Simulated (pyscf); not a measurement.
Four-centre exchange: `[F][MoH]([F])([F])([F])[F]` + `[NH3]` → `[NH2][Mo]([F])([F])([F])([F])[F]` + `[H][H]`

Gas phase, singlet surface, charge 0. Bonds broken: Mo2–H7, N8–H9. Bonds formed: Mo2–N8, H7–H9. Single points on ωB97X-D3(BJ)/def2-SVP structures (PySCF, gas phase).

Transition state (Å):

```xyz
11

F      1.0113     0.1479     0.7357
Mo    -0.7818    -0.2070     0.4843
F     -0.0844    -1.7530    -0.2676
F     -2.2289    -0.3635    -0.6575
F     -1.7059    -1.4257     1.4798
F     -0.8452     0.6655     2.1193
H     -0.0828     0.1832    -1.2412
N     -1.1264     1.7425    -0.0381
H     -0.2996     1.0297    -0.9606
H     -0.9195     2.4228     0.6909
H     -1.9045     1.9776    -0.6485
```

One imaginary mode, 1211i cm⁻¹; descent along it reached the two sides named, in the forms told below.

```csv
bond,change,reactant side (Å),saddle,product side
Mo2–H7,breaks,1.647,1.902,3.8
N8–H9,breaks,1.021,1.429,4.2
Mo2–N8,forms,2.251,2.047,1.903
H7–H9,forms,2.372,0.918,0.760
```

Electronic energies relative to the separated reactants (kcal/mol):

| level | barrier | reaction energy | reverse barrier |
|---|---|---|---|
| ωB97X-D3(BJ)/def2-TZVP | 19.1 | -17.5 | 36.6 |
| PBE/def2-TZVP | 12.9 | -18.6 | 31.6 |
| r²SCAN/def2-TZVP | 10.9 | -20.9 | 31.8 |
| B3LYP-D3(BJ)/def2-TZVP | 17.3 | -19.0 | 36.3 |
| PBE0-D3(BJ)/def2-TZVP | 14.5 | -17.0 | 31.6 |
| M06-2X/def2-TZVP | 18.0 | -17.3 | 35.3 |
| ωB97M-D3(BJ)/def2-TZVP | 20.3 | -14.8 | 35.1 |
| HF/def2-TZVP | 41.4 | -7.5 | 48.9 |

With ωB97M-D3(BJ)/def2-TZVP energies and thermal terms (ideal gas, 1 atm, RRHO with modes under 100 cm⁻¹ raised to 100, one conformer, R ln 2 for chiral ones without a mode under 150 cm⁻¹), in kcal/mol:

| T (K) | ΔH‡ | ΔG‡ | ΔH | ΔG |
|---|---|---|---|---|
| 298 | 18.7 | 30.7 | -18.3 | -15.9 |
| 600 | 19.1 | 42.8 | -16.8 | -14.0 |
| 900 | 19.9 | 54.5 | -15.6 | -12.9 |
| 1200 | 20.7 | 65.9 | -14.7 | -12.2 |

On the reactant side the descent ends in an adduct with a Mo–N contact, 28.5 kcal/mol under the separated species and 47.6 kcal/mol under the saddle at ωB97X-D3(BJ)/def2-TZVP. What is counted as formed (Mo–N) is already present as a longer contact in the reactant adduct; forming that adduct is a step of its own. At the saddle there is also a short H–Mo contact that neither side keeps. One saddle was located; it need not be the lowest between these sides. Elements past Kr carry the def2 core potentials, without spin-orbit coupling.
